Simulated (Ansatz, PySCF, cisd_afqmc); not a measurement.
System: C$_{2}$F$_{4}$, charge 0, singlet. C2F4 (SMILES FC(F)=C(F)F).
B3LYP-D3(BJ)/def2-TZVP minimum from Ansatz (a program for electronic structure):
```xyz
6

C      0.0032     0.0064     0.6604
C     -0.0032    -0.0064    -0.6604
F      0.0249     1.1143     1.3758
F     -0.0115    -1.0873     1.3975
F      0.0115     1.0873    -1.3975
F     -0.0249    -1.1143    -1.3758
```
Charge 0, spin multiplicity 1.

Atomisation energy term by term, kcal/mol (programs: Ansatz, cisd_afqmc). Radicals and triplets start from unrestricted determinants; spin-orbit coupling is neglected. Cores are frozen in correlated methods. Rows without X2C or -DK are non-relativistic. AFQMC/CISD: phaseless, guided by CISD from CCSD amplitudes; bars are statistical, one sigma. Outlying blocks are dropped, and bars are widened where a walk drifts. Over all cases where full CI ran beside it in this data, AFQMC minus full CI had a median of +0.1 mEh and passed +0.4 mEh in a tenth of the cases. CBS(X,Y): correlation extrapolated as X^-3, Hartree-Fock from the larger set. A bracket is a step between two methods taken in the basis named. '+ core + X2C': CCSD(T) terms for core correlation (cc-pwCVTZ) and scalar relativity (cc-pVTZ-DK).

```csv
term,basis,kcal/mol
Hartree-Fock,cc-pVQZ,375.54
CCSD correlation,"CBS(cc-pVTZ,cc-pVQZ)",192.37
(T),"CBS(cc-pVTZ,cc-pVQZ)",19.02
CCSDT(Q) - CCSD(T),cc-pVDZ,1.24
core correlation,cc-pwCVTZ,2.70
scalar relativity,"X2C, cc-pVTZ-DK",-1.05
minus zero-point energy,Hessian by PySCF at B3LYP-D3(BJ)/def2-TZVP,-13.48
sum: D0,,576.3
```

The step beyond CCSD(T) by other levels: AFQMC/CISD in cc-pVTZ 0.42 ± 0.28 kcal/mol.
